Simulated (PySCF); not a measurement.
# How exact exchange moves a shielding

Molecule: `InChI=1S/C3H6O2S/c1-3-6(2,4)5/h3H,1H2,2H3`.

Numbering as in the mapped SMILES `[CH2:1]=[CH:2][S:3]([CH3:4])(=[O:5])=[O:6]` (H(Xn): hydrogen on atom n). Ha(C1) is cis to S3; Hb(C1) is trans to S3.

GIAO shieldings (ppm, equivalent atoms averaged) in PySCF 2.14.0 with density-fitted response routines on the PBE0-D3(BJ)/def2-SVP geometry, basis pcSseg-1, gas phase, non-relativistic:

| functional | exact exchange (%) | σ(O5/O6) |
| --- | --- | --- |
| BLYP | 0 | 106.6 |
| BP86 | 0 | 107.8 |
| PBE | 0 | 108.4 |
| B3LYP | 20 | 119.3 |
| PBE0 | 25 | 124.3 |
| BHandHLYP | 50 | 139.0 |
| HF | 100 | 172.8 |

Q: Fit each shielding as a line in the percentage of exact exchange.

A: σ(O5/O6) = 107.4 + 0.65 x (rms 0.8 ppm). The functionals also differ in their semilocal parts, which the line can't hold; Hartree–Fock has no correlation at all.

Q: What does the line predict for mPW1PW91 (25 %), and what does the run give?

A: σ(O5/O6): 123.7 predicted, 124.3 computed ppm.
